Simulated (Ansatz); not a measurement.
Cartesian coordinates (Å):
```xyz
5

C     -0.5376     0.0683     0.0003
C      0.7604    -0.0966    -0.0004
O      1.9106    -0.2427    -0.0011
H     -0.9485     1.0654     0.0230
H     -1.1849    -0.7944    -0.0218
```
Charge 0, spin multiplicity 1.

Computed with frozen-core CCSD(T)/cc-pVTZ // B3LYP-D3(BJ)/def2-TZVP run with Ansatz (a program for electronic structure).

The HF energy comes out as -151.78469 Ha and the MP2 correlation energy is -0.53885 Ha.

### Question
Estimate the CCSD correlation energy, the (T) correction, the total energy and the T1 diagnostic.

### Answer

```yaml
CCSD correlation energy: -0.54725 Ha
"(T) correction": -0.02619 Ha
CCSD(T) total energy: -152.35813 Ha
T1 diagnostic: 0.017
```
